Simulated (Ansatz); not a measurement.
Run this with the Ansatz DFT code, driven from Python and show what comes out.

`scan.py`:
```python
"""Stretching a bond of CH3Li, the rest held rigid."""

import ansatz as az
import numpy as np

mol = (
    az.Crystal.molecule()
    .atom("Li", [1.4507, 0.8744, -0.7826])
    .atom("C", [-0.1539, -0.1026, 0.0757])
    .atom("H", [-0.0965, -1.1782, -0.176])
    .atom("H", [-0.0393, 0.0507, 1.1729])
    .atom("H", [-1.1111, 0.2821, -0.3314])
)

symbols = [site.symbol for site in mol.cartesian_sites]
start = np.array([site.position_ang for site in mol.cartesian_sites])
axis = (start[4] - start[1]) / np.linalg.norm(start[4] - start[1])
moving = [4]
lengths, energies = [0.94, 1.02, 1.11, 1.22, 1.39, 1.66, 2.0, 2.44], []
for length in lengths:
    xyz = start.copy()
    xyz[moving] += (length - np.linalg.norm(start[4] - start[1])) * axis
    point = az.Crystal.molecule()
    for symbol, place in zip(symbols, xyz):
        point = point.atom(symbol, place.tolist())
    job = point.calculation()
    job = job.basis(gaussian="def2-SVP")
    job = job.functional("r2scan0")
    rep = job.run(threads=1, backend="cpu").report
    energies.append(rep["free_energy_ev"])
    print(f"r = {length:6.3f} A  E = {energies[-1]:.5f} eV  <S^2> = {abs(rep['mean_field']['state']['spin_squared']):.3f}")

print("energy above the lowest point (eV):", [round(e - min(energies), 3) for e in energies])
```

`python scan.py` gives:
```text
r =  0.940 A  E = -1286.93475 eV  <S^2> = 0.000
r =  1.020 A  E = -1287.40122 eV  <S^2> = 0.000
r =  1.110 A  E = -1287.52070 eV  <S^2> = 0.000
r =  1.220 A  E = -1287.32247 eV  <S^2> = 0.000
r =  1.390 A  E = -1286.66239 eV  <S^2> = 0.000
r =  1.660 A  E = -1285.40268 eV  <S^2> = 0.000
r =  2.000 A  E = -1284.00782 eV  <S^2> = 0.000
r =  2.440 A  E = -1282.70465 eV  <S^2> = 0.000
energy above the lowest point (eV): [0.586, 0.119, 0.0, 0.198, 0.858, 2.118, 3.513, 4.816]
```

Reading the output:
- Total energies depend on the basis set; only differences at equal settings carry meaning.
- The rest of the molecule is held rigid at a force-field or estimated start geometry, and the basis set is modest; single-reference methods fail as a bond breaks.
- The orbitals are restricted, so S² is zero by construction.
- Toward dissociation an unrestricted state can lie under the restricted one, by tenths of an eV for polar bonds under a functional and by 1 to 2 eV or more for others.
- Wall time of the script: 10 s on 1 thread of Arm Neoverse V1 (shared host), peak memory 0.15 GiB.
